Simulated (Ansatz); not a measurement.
## The standard entropy of NF3 (SMILES FN(F)F) from a frequency calculation

A singlet with charge 0, relaxed at PBE0-D4/def2-TZVP (Ansatz 0.2.0):

```xyz
4

F     0.6140    0.0003    1.0669
N     0.3534   -0.0742   -0.2662
F    -0.6363   -1.0065   -0.3122
F    -0.3312    1.0803   -0.4884
```

Harmonic wavenumbers in cm⁻¹: 513, 513, 682, 953, 953, 1092.

Masses in u: F 18.998, N 14.007. Take T = 298.15 K, p = 1 bar, R = 8.3145 J/(mol K), kT/hc = 207.22 cm⁻¹, rigid rotor and harmonic oscillator.

Problem. Work out S° at 298 K.

Solution. 
1. Translation (Sackur–Tetrode): S = R[3/2 ln M + 5/2 ln T − 1.1517] with M = 71.001 gives 162.0 J/(mol K).
2. Rotation: principal moments 46.567, 46.568, 85.089 u Å² give A, B, C = 0.362, 0.362, 0.1981 cm⁻¹; the symmetry number is σ = 3; q = (√π/σ)√((kT/hc)³/ABC) = 10938; S = R(ln q + 3/2) = 89.8.
3. Vibration: with u = ν̃/207.22, each mode gives R[u/(eᵘ − 1) − ln(1 − e⁻ᵘ)]; the sum is 7.8, most from 513 cm⁻¹ (2.6), 513 cm⁻¹ (2.6), 682 cm⁻¹ (1.4).
4. Electronic: R ln 1 = 0.0, from the spin multiplicity alone.
5. Sum: 162.0 + 89.8 + 7.8 + 0.0 = 259.6 J/(mol K).

The tabulated value is 260.8 J/(mol K) (CRC Handbook of Chemistry and Physics): the model is off by -1.2.
